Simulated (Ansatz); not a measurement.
Process, species as SMILES: OO (H2O2) → O[O] (O-OH) + H atom
B3LYP-D3(BJ)/def2-TZVP geometries, fixed; electronic energies without zero-point terms.

Basis-set convergence of the bond dissociation energy at CCSD(T) with Ansatz (a first-principles code). Cartesian d functions, on some or all atoms, in 6-31G*, 6-31+G*; all else is spherical. Cores are frozen. Open shells are unrestricted. No added dispersion term, no relativity. Functions are those of the species that has most. Reference: Hartree-Fock in cc-pVQZ plus the correlation part extrapolated as X^-3 from cc-pVTZ and cc-pVQZ, 94.09 kcal/mol, itself unsure by roughly 0.35 kcal/mol (a third of the extrapolation step and of the last Hartree-Fock step). Deviations are taken from unrounded values.

| basis | functions | bond dissociation energy (kcal/mol) | minus reference (kcal/mol) |
|---|---|---|---|
| pcseg-0 | 22 | 80.31 | -13.77 |
| 6-31G* | 34 | 79.67 | -14.41 |
| cc-pVDZ | 38 | 85.34 | -8.74 |
| pcseg-1 | 38 | 87.37 | -6.71 |
| 6-31+G* | 42 | 81.51 | -12.58 |
| aug-cc-pVDZ | 64 | 89.73 | -4.36 |
| cc-pVTZ | 88 | 91.70 | -2.39 |
| def2-TZVPP | 90 | 92.09 | -2.00 |
| aug-pcseg-2 | 138 | 92.69 | -1.40 |
